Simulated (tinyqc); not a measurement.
Coupled-perturbed Hartree-Fock on RHF in the sto-3g basis, for CH3-, spin multiplicity 1, step by step (part 1 of 2). The basis has no diffuse functions, so it cannot describe the extra electron: this is an exercise in the method, not the real anion. Computed by tinyqc, a small Python program that keeps every step (integrals from PySCF). Settings: charge = -1, multiplicity = 1, basis = sto-3g, method = RHF, energy threshold = 1e-10, iteration cap = 56, orthogonalisation = symmetric, start = Wolfsberg-Helmholz matrix, DIIS depth = 6. Command: `OMP_NUM_THREADS=1 python tinyqc.py 27256 27257 out.jsonl` (the two numbers bound the seeds that draw the settings). One thread of a shared host (Intel(R) Xeon(R) Processor @ 2.60GHz), about 0.2 s of CPU time with the checks. The early iterations of the SCF are left out here.

## One-electron integrals

Geometry (angstrom):
```
atom         x         y        z
C      0.00000   0.00000  0.06000
H      1.06800   0.00000  0.00000
H     -0.53400   0.92500  0.00000
H     -0.53400  -0.92500  0.00000
```

Basis sto-3g: exponents (1/bohr^2) and contraction coefficients of normalised primitives:
```
element  l (shell)  exponent  coefficient
C            s (1)  71.61684      0.15433
C            s (1)  13.04510      0.53533
C            s (1)   3.53051      0.44463
C            s (2)   2.94125     -0.09997
C            s (2)   0.68348      0.39951
C            s (2)   0.22229      0.70012
C            p (3)   2.94125      0.15592
C            p (3)   0.68348      0.60768
C            p (3)   0.22229      0.39196
H            s (1)   3.42525      0.15433
H            s (1)   0.62391      0.53533
H            s (1)   0.16886      0.44463
```

Overlap, kinetic and nuclear-attraction integrals over the contracted functions; the nuclear repulsion is the sum of Za Zb / Rab.

nuclear repulsion = 9.7624331 hartree

overlap S, lower triangle:
```
          1C 1s    1C 2s    1C 2px    1C 2py    1C 2pz    2H 1s    3H 1s    4H 1s
1C 1s   1.00000
1C 2s   0.24836  1.00000
1C 2px  0.00000  0.00000   1.00000
1C 2py  0.00000  0.00000   0.00000   1.00000
1C 2pz  0.00000  0.00000   0.00000   0.00000   1.00000
2H 1s   0.06530  0.50250   0.47341   0.00000  -0.02660  1.00000
3H 1s   0.06529  0.50246  -0.23667   0.40997  -0.02659  0.15177  1.00000
4H 1s   0.06529  0.50246  -0.23667  -0.40997  -0.02659  0.15177  0.15174  1.00000
```

kinetic energy T (hartree), lower triangle:
```
           1C 1s    1C 2s    1C 2px    1C 2py    1C 2pz     2H 1s     3H 1s    4H 1s
1C 1s   15.89112
1C 2s   -0.08589  0.47225
1C 2px   0.00000  0.00000   1.47773
1C 2py   0.00000  0.00000   0.00000   1.47773
1C 2pz   0.00000  0.00000   0.00000   0.00000   1.47773
2H 1s   -0.00972  0.11362   0.27339   0.00000  -0.01536   0.76003
3H 1s   -0.00973  0.11359  -0.13666   0.23673  -0.01536  -0.00749   0.76003
4H 1s   -0.00973  0.11359  -0.13666  -0.23673  -0.01536  -0.00749  -0.00749  0.76003
```

nuclear attraction V (hartree), lower triangle:
```
            1C 1s     1C 2s    1C 2px    1C 2py    1C 2pz     2H 1s     3H 1s     4H 1s
1C 1s   -35.13679
1C 2s    -4.56081  -6.62811
1C 2px    0.00000  -0.00003  -6.65171
1C 2py    0.00000   0.00000   0.00000  -6.65171
1C 2pz    0.00296   0.02990   0.00000   0.00000  -6.45589
2H 1s    -1.22225  -2.84807  -2.48905   0.00000   0.14725  -4.69715
3H 1s    -1.22203  -2.84776   1.24433  -2.15546   0.14723  -0.79317  -4.69695
4H 1s    -1.22203  -2.84776   1.24433   2.15546   0.14723  -0.79317  -0.79300  -4.69695
```

core Hamiltonian H = T + V (hartree), lower triangle:
```
            1C 1s     1C 2s    1C 2px    1C 2py    1C 2pz     2H 1s     3H 1s     4H 1s
1C 1s   -19.24566
1C 2s    -4.64670  -6.15586
1C 2px    0.00000  -0.00003  -5.17399
1C 2py    0.00000   0.00000   0.00000  -5.17399
1C 2pz    0.00296   0.02990   0.00000   0.00000  -4.97817
2H 1s    -1.23197  -2.73446  -2.21566   0.00000   0.13189  -3.93712
3H 1s    -1.23176  -2.73416   1.10767  -1.91872   0.13187  -0.80065  -3.93692
4H 1s    -1.23176  -2.73416   1.10767   1.91872   0.13187  -0.80065  -0.80049  -3.93692
```

## Two-electron integrals

Functions are numbered as in S; the eight-fold symmetry (ij|kl) = (ji|kl) = (kl|ij) leaves the list below.

Two-electron integrals (ij|kl) in chemists' order, unique and non-zero (hartree):
```
(11|11) 3.54195     (21|11) 0.57692     (21|21) 0.11189     (22|11) 0.85468
(22|21) 0.20528     (22|22) 0.62471     (31|31) 0.02030     (32|31) 0.03086
(32|32) 0.13800     (33|11) 0.85244     (33|21) 0.20534     (33|22) 0.62457
(33|33) 0.67283     (41|41) 0.02030     (42|41) 0.03086     (42|42) 0.13800
(43|43) 0.03627     (44|11) 0.85244     (44|21) 0.20534     (44|22) 0.62457
(44|33) 0.60030     (44|44) 0.67283     (51|51) 0.02030     (52|51) 0.03086
(52|52) 0.13800     (53|53) 0.03627     (54|54) 0.03627     (55|11) 0.85244
(55|21) 0.20534     (55|22) 0.62457     (55|33) 0.60030     (55|44) 0.60030
(55|55) 0.67283     (61|11) 0.15307     (61|21) 0.02948     (61|22) 0.05391
(61|31) 0.00182     (61|32) 0.00335     (61|33) 0.05430     (61|44) 0.05373
(61|51) -0.00010    (61|52) -0.00019    (61|53) -3.20e-05   (61|55) 0.05373
(61|61) 0.00795     (62|11) 0.34319     (62|21) 0.08341     (62|22) 0.27649
(62|31) 0.00792     (62|32) 0.05297     (62|33) 0.28896     (62|44) 0.27010
(62|51) -0.00045    (62|52) -0.00298    (62|53) -0.00106    (62|55) 0.27016
(62|61) 0.02289     (62|62) 0.15626     (63|11) 0.28279     (63|21) 0.06966
(63|22) 0.24487     (63|31) 0.01458     (63|32) 0.08918     (63|33) 0.26939
(63|44) 0.23245     (63|51) -0.00033    (63|52) -0.00246    (63|53) -0.00148
(63|55) 0.23250     (63|61) 0.02008     (63|62) 0.16459     (63|63) 0.19026
(64|41) 0.00878     (64|42) 0.04534     (64|43) 0.01057     (64|54) -0.00059
(64|64) 0.02001     (65|11) -0.01589    (65|21) -0.00391    (65|22) -0.01376
(65|31) -0.00033    (65|32) -0.00246    (65|33) -0.01395    (65|44) -0.01306
(65|51) 0.00880     (65|52) 0.04548     (65|53) 0.01062     (65|55) -0.01425
(65|61) -0.00113    (65|62) -0.00925    (65|63) -0.00956    (65|65) 0.02055
(66|11) 0.48234     (66|21) 0.11926     (66|22) 0.44694     (66|31) 0.01495
(66|32) 0.13140     (66|33) 0.49397     (66|44) 0.42307     (66|51) -0.00084
(66|52) -0.00738    (66|53) -0.00398    (66|55) 0.42330     (66|61) 0.03328
(66|62) 0.31175     (66|63) 0.36380     (66|65) -0.02044    (66|66) 0.77461
(71|11) 0.15305     (71|21) 0.02948     (71|22) 0.05390     (71|31) -0.00091
(71|32) -0.00168    (71|33) 0.05386     (71|41) 0.00157     (71|42) 0.00290
(71|43) -0.00025    (71|44) 0.05415     (71|51) -0.00010    (71|52) -0.00019
(71|53) 1.60e-05    (71|54) -2.77e-05   (71|55) 0.05372     (71|61) 0.00769
(71|62) 0.02145     (71|63) 0.01747     (71|64) 0.00079     (71|65) -0.00106
(71|66) 0.03046     (71|71) 0.00794     (72|11) 0.34315     (72|21) 0.08340
(72|22) 0.27646     (72|31) -0.00396    (72|32) -0.02648    (72|33) 0.27479
(72|41) 0.00686     (72|42) 0.04587     (72|43) -0.00817    (72|44) 0.28422
(72|51) -0.00045    (72|52) -0.00298    (72|53) 0.00053     (72|54) -0.00092
(72|55) 0.27013     (72|61) 0.02146     (72|62) 0.11391     (72|63) 0.09337
(72|64) 0.01344     (72|65) -0.00655    (72|66) 0.17937     (72|71) 0.02288
(72|72) 0.15623     (73|11) -0.14137    (73|21) -0.03483    (73|22) -0.12242
(73|31) 0.01023     (73|32) 0.05629     (73|33) -0.12875    (73|41) -0.00251
(73|42) -0.01898    (73|43) 0.01257     (73|44) -0.12214    (73|51) 0.00016
(73|52) 0.00123     (73|53) -0.00082    (73|54) 0.00038     (73|55) -0.11624
(73|61) -0.00805    (73|62) -0.03504    (73|63) -0.01607    (73|64) -0.00309
(73|65) 0.00197     (73|66) -0.04338    (73|71) -0.01004    (73|72) -0.08228
(73|73) 0.06256     (74|11) 0.24489     (74|21) 0.06033     (74|22) 0.21205
(74|31) -0.00251    (74|32) -0.01898    (74|33) 0.20472     (74|41) 0.01313
(74|42) 0.07822     (74|43) -0.01121    (74|44) 0.22986     (74|51) -0.00028
(74|52) -0.00213    (74|53) 0.00038     (74|54) -0.00126    (74|55) 0.20134
(74|61) 0.01553     (74|62) 0.08759     (74|63) 0.07123     (74|64) 0.02327
(74|65) -0.00493    (74|66) 0.13801     (74|71) 0.01739     (74|72) 0.14252
(74|73) -0.07371    (74|74) 0.14768     (75|11) -0.01588    (75|21) -0.00391
(75|22) -0.01375    (75|31) 0.00016     (75|32) 0.00123     (75|33) -0.01328
(75|41) -0.00028    (75|42) -0.00213    (75|43) 0.00038     (75|44) -0.01372
(75|51) 0.00879     (75|52) 0.04547     (75|53) -0.00531    (75|54) 0.00919
(75|55) -0.01425    (75|61) -0.00106    (75|62) -0.00655    (75|63) -0.00526
(75|64) -0.00076    (75|65) 0.01406     (75|66) -0.01099    (75|71) -0.00113
(75|72) -0.00924    (75|73) 0.00478     (75|74) -0.00828    (75|75) 0.02054
(76|11) 0.09425     (76|21) 0.02296     (76|22) 0.07838     (76|31) 0.00091
(76|32) 0.00642     (76|33) 0.07908     (76|41) 0.00158     (76|42) 0.01113
(76|43) 0.00040     (76|44) 0.07955     (76|51) -0.00021    (76|52) -0.00144
(76|53) -0.00019    (76|54) -0.00033    (76|55) 0.07644     (76|61) 0.00614
(76|62) 0.03973     (76|63) 0.03867     (76|64) 0.00424     (76|65) -0.00258
(76|66) 0.07395     (76|71) 0.00614     (76|72) 0.03973     (76|73) -0.01567
(76|74) 0.03561     (76|75) -0.00258    (76|76) 0.01219     (77|11) 0.48231
(77|21) 0.11925     (77|22) 0.44692     (77|31) -0.00747    (77|32) -0.06569
(77|33) 0.44077     (77|41) 0.01294     (77|42) 0.11379     (77|43) -0.03069
(77|44) 0.47622     (77|51) -0.00084    (77|52) -0.00738    (77|53) 0.00199
(77|54) -0.00345    (77|55) 0.42328     (77|61) 0.03046     (77|62) 0.17938
(77|63) 0.14121     (77|64) 0.03143     (77|65) -0.01099    (77|66) 0.28439
(77|71) 0.03328     (77|72) 0.31172     (77|73) -0.18188    (77|74) 0.31505
(77|75) -0.02044    (77|76) 0.07395     (77|77) 0.77461     (81|11) 0.15305
(81|21) 0.02948     (81|22) 0.05390     (81|31) -0.00091    (81|32) -0.00168
(81|33) 0.05386     (81|41) -0.00157    (81|42) -0.00290    (81|43) 0.00025
(81|44) 0.05415     (81|51) -0.00010    (81|52) -0.00019    (81|53) 1.60e-05
(81|54) 2.77e-05    (81|55) 0.05372     (81|61) 0.00769     (81|62) 0.02145
(81|63) 0.01747     (81|64) -0.00079    (81|65) -0.00106    (81|66) 0.03046
(81|71) 0.00768     (81|72) 0.02145     (81|73) -0.00942    (81|74) 0.01474
(81|75) -0.00106    (81|76) 0.00583     (81|77) 0.03045     (81|81) 0.00794
(82|11) 0.34315     (82|21) 0.08340     (82|22) 0.27646     (82|31) -0.00396
(82|32) -0.02648    (82|33) 0.27479     (82|41) -0.00686    (82|42) -0.04587
(82|43) 0.00817     (82|44) 0.28422     (82|51) -0.00045    (82|52) -0.00298
(82|53) 0.00053     (82|54) 0.00092     (82|55) 0.27013     (82|61) 0.02146
(82|62) 0.11391     (82|63) 0.09337     (82|64) -0.01344    (82|65) -0.00655
(82|66) 0.17937     (82|71) 0.02145     (82|72) 0.11390     (82|73) -0.05832
(82|74) 0.07413     (82|75) -0.00655    (82|76) 0.03076     (82|77) 0.17936
(82|81) 0.02288     (82|82) 0.15623     (83|11) -0.14137    (83|21) -0.03483
(83|22) -0.12242    (83|31) 0.01023     (83|32) 0.05629     (83|33) -0.12875
(83|41) 0.00251     (83|42) 0.01898     (83|43) -0.01257    (83|44) -0.12214
(83|51) 0.00016     (83|52) 0.00123     (83|53) -0.00082    (83|54) -0.00038
(83|55) -0.11624    (83|61) -0.00805    (83|62) -0.03504    (83|63) -0.01607
(83|64) 0.00309     (83|65) 0.00197     (83|66) -0.04338    (83|71) -0.00942
(83|72) -0.05832    (83|73) 0.04293     (83|74) -0.03715    (83|75) 0.00329
(83|76) -0.01199    (83|77) -0.09781    (83|81) -0.01004    (83|82) -0.08228
(83|83) 0.06256     (84|11) -0.24489    (84|21) -0.06033    (84|22) -0.21205
(84|31) 0.00251     (84|32) 0.01898     (84|33) -0.20472    (84|41) 0.01313
(84|42) 0.07822     (84|43) -0.01121    (84|44) -0.22986    (84|51) 0.00028
(84|52) 0.00213     (84|53) -0.00038    (84|54) -0.00126    (84|55) -0.20134
(84|61) -0.01553    (84|62) -0.08759    (84|63) -0.07123    (84|64) 0.02327
(84|65) 0.00493     (84|66) -0.13801    (84|71) -0.01474    (84|72) -0.07413
(84|73) 0.03715     (84|74) -0.03574    (84|75) 0.00417     (84|76) -0.02077
(84|77) -0.10657    (84|81) -0.01739    (84|82) -0.14252    (84|83) 0.07371
(84|84) 0.14768     (85|11) -0.01588    (85|21) -0.00391    (85|22) -0.01375
(85|31) 0.00016     (85|32) 0.00123     (85|33) -0.01328    (85|41) 0.00028
(85|42) 0.00213     (85|43) -0.00038    (85|44) -0.01372    (85|51) 0.00879
(85|52) 0.04547     (85|53) -0.00531    (85|54) -0.00919    (85|55) -0.01425
(85|61) -0.00106    (85|62) -0.00655    (85|63) -0.00526    (85|64) 0.00076
(85|65) 0.01406     (85|66) -0.01099    (85|71) -0.00106    (85|72) -0.00655
(85|73) 0.00329     (85|74) -0.00417    (85|75) 0.01406     (85|76) -0.00194
(85|77) -0.01099    (85|81) -0.00113    (85|82) -0.00924    (85|83) 0.00478
(85|84) 0.00828     (85|85) 0.02054     (86|11) 0.09425     (86|21) 0.02296
(86|22) 0.07838     (86|31) 0.00091     (86|32) 0.00642     (86|33) 0.07908
(86|41) -0.00158    (86|42) -0.01113    (86|43) -0.00040    (86|44) 0.07955
(86|51) -0.00021    (86|52) -0.00144    (86|53) -0.00019    (86|54) 0.00033
(86|55) 0.07644     (86|61) 0.00614     (86|62) 0.03973     (86|63) 0.03867
(86|64) -0.00424    (86|65) -0.00258    (86|66) 0.07395     (86|71) 0.00583
(86|72) 0.03076     (86|73) -0.01199    (86|74) 0.02077     (86|75) -0.00194
(86|76) 0.00983     (86|77) 0.04767     (86|81) 0.00614     (86|82) 0.03973
(86|83) -0.01567    (86|84) -0.03561    (86|85) -0.00258    (86|86) 0.01219
(87|11) 0.09423     (87|21) 0.02296     (87|22) 0.07836     (87|31) -0.00183
(87|32) -0.01285    (87|33) 0.07976     (87|44) 0.07883     (87|51) -0.00021
(87|52) -0.00144    (87|53) 0.00038     (87|55) 0.07642     (87|61) 0.00583
(87|62) 0.03075     (87|63) 0.02398     (87|65) -0.00194    (87|66) 0.04766
(87|71) 0.00614     (87|72) 0.03972     (87|73) -0.02299    (87|74) 0.03136
(87|75) -0.00258    (87|76) 0.00983     (87|77) 0.07394     (87|81) 0.00614
(87|82) 0.03972     (87|83) -0.02299    (87|84) -0.03136    (87|85) -0.00258
(87|86) 0.00983     (87|87) 0.01218     (88|11) 0.48231     (88|21) 0.11925
(88|22) 0.44692     (88|31) -0.00747    (88|32) -0.06569    (88|33) 0.44077
(88|41) -0.01294    (88|42) -0.11379    (88|43) 0.03069     (88|44) 0.47622
(88|51) -0.00084    (88|52) -0.00738    (88|53) 0.00199     (88|54) 0.00345
(88|55) 0.42328     (88|61) 0.03046     (88|62) 0.17938     (88|63) 0.14121
(88|64) -0.03143    (88|65) -0.01099    (88|66) 0.28439     (88|71) 0.03045
(88|72) 0.17936     (88|73) -0.09781    (88|74) 0.10657     (88|75) -0.01099
(88|76) 0.04767     (88|77) 0.28437     (88|81) 0.03328     (88|82) 0.31172
(88|83) -0.18188    (88|84) -0.31505    (88|85) -0.02044    (88|86) 0.07395
(88|87) 0.07394     (88|88) 0.77461
```

## Orthogonalisation

S = U s U^T; symmetric (Loewdin) form X = U s^(-1/2) U^T, so that X^T S X = 1.

eigenvalues of S: 0.24804  0.33938  0.33940  0.95929  1.00391  1.50883  1.50886  2.09228

X, lower triangle:
```
           1C 1s     1C 2s    1C 2px    1C 2py   1C 2pz     2H 1s     3H 1s    4H 1s
1C 1s    1.02853
1C 2s   -0.16881   1.46980
1C 2px   0.00000   0.00004   1.20676
1C 2py   0.00000   0.00000   0.00000   1.20675
1C 2pz   0.00204  -0.02309   0.00000   0.00000  1.00120
2H 1s    0.02591  -0.36014  -0.36533   0.00000  0.01872   1.28887
3H 1s    0.02591  -0.36007   0.18263  -0.31635  0.01872  -0.03503   1.28881
4H 1s    0.02591  -0.36007   0.18263   0.31635  0.01872  -0.03503  -0.03503  1.28881
```

## Iteration 7 (converged): orbitals

converged F (hartree), lower triangle:
```
            1C 1s     1C 2s    1C 2px    1C 2py   1C 2pz     2H 1s     3H 1s     4H 1s
1C 1s   -10.35805
1C 2s    -2.81934  -0.99454
1C 2px    0.00000  -0.00003   0.24742
1C 2py    0.00000   0.00000   0.00000   0.24744
1C 2pz    0.00500   0.01381   0.00000   0.00000  0.22732
2H 1s    -0.75437  -0.51866  -0.22907   0.00000  0.01891  -0.11646
3H 1s    -0.75424  -0.51861   0.11452  -0.19838  0.01891  -0.17484  -0.11640
4H 1s    -0.75424  -0.51861   0.11452   0.19838  0.01891  -0.17484  -0.17481  -0.11640
```

Diagonalise F' = X^T F X, C = X C', fill 5 alpha and 5 beta electrons from the bottom; D = 2 C_occ C_occ^T. Each column has its largest component positive (the first on a tie).

F' = X^T F X (hartree), lower triangle:
```
           1         2         3         4        5         6         7        8
1  -10.11474
2   -1.59014   0.14606
3    0.00000   0.00002   0.67494
4    0.00000   0.00000   0.00000   0.67495
5    0.00852  -0.02588   0.00000   0.00000  0.22975
6   -0.12043  -0.45757  -0.54915   0.00000  0.02892   0.41711
7   -0.12038  -0.45751   0.27454  -0.47555  0.02891  -0.06715   0.41707
8   -0.12038  -0.45751   0.27454   0.47555  0.02891  -0.06715  -0.06715  0.41707
```

orbital energies (hartree): MO1 -10.36548, MO2 -0.41415, MO3 -0.09967, MO4 -0.09967, MO5 0.22692, MO6 1.09656, MO7 1.25885, MO8 1.25886

coefficients C:
```
             MO1       MO2       MO3       MO4       MO5       MO6       MO7       MO8
1C 1s    0.99188  -0.21035   0.00000   0.00001  -0.01849  -0.24488   0.00000  -0.00009
1C 2s    0.03718   0.55556   0.00000  -0.00004   0.08580   1.50364   0.00000   0.00061
1C 2px   0.00000   0.00003   0.00000   0.45332   0.00000  -0.00038   0.00000   1.20455
1C 2py   0.00000   0.00000   0.45331   0.00000   0.00000   0.00000   1.20454   0.00000
1C 2pz  -0.00106  -0.02018   0.00000   0.00000   0.99668  -0.10101   0.00000  -0.00004
2H 1s   -0.00750   0.26700   0.00000   0.57671  -0.01994  -0.74407   0.00000  -0.98481
3H 1s   -0.00750   0.26696   0.49946  -0.28839  -0.01995  -0.74452  -0.85258   0.49196
4H 1s   -0.00750   0.26696  -0.49946  -0.28839  -0.01995  -0.74452   0.85258   0.49196
```

D after iteration 7, lower triangle:
```
           1C 1s     1C 2s    1C 2px    1C 2py    1C 2pz     2H 1s     3H 1s    4H 1s
1C 1s    2.05684
1C 2s   -0.16314   0.63479
1C 2px   0.00000  -0.00001   0.41100
1C 2py   0.00000   0.00000   0.00000   0.41098
1C 2pz  -0.03047   0.14852   0.00000   0.00000   1.98756
2H 1s   -0.12645   0.29264   0.52289   0.00000  -0.05052   0.80868
3H 1s   -0.12645   0.29267  -0.26145   0.45282  -0.05052  -0.18917   0.80871
4H 1s   -0.12645   0.29267  -0.26145  -0.45282  -0.05052  -0.18917  -0.18915  0.80871
```

Within a degenerate level the vectors are fixed only up to a rotation; this is one choice.

## Convergence

Stop when the energy changes by less than 1e-10 hartree and every element of the error matrix X^T (F D S - S D F) X is below 3e-06.

Course of the cycle:
```
iteration  E (hartree)     change  largest element of the error matrix
1          -38.5172273          -                             4.73e-01
2          -38.7929344  -2.76e-01                             5.24e-02
3          -38.7972521  -4.32e-03                             1.01e-02
4          -38.7975148  -2.63e-04                             1.33e-03
5          -38.7975192  -4.46e-06                             1.52e-04
6          -38.7975193  -3.86e-08                             3.29e-06
7          -38.7975193  -1.47e-11                             6.50e-08
```

PySCF RHF in the same basis = -38.7975193 hartree

Converged in 7 iterations.
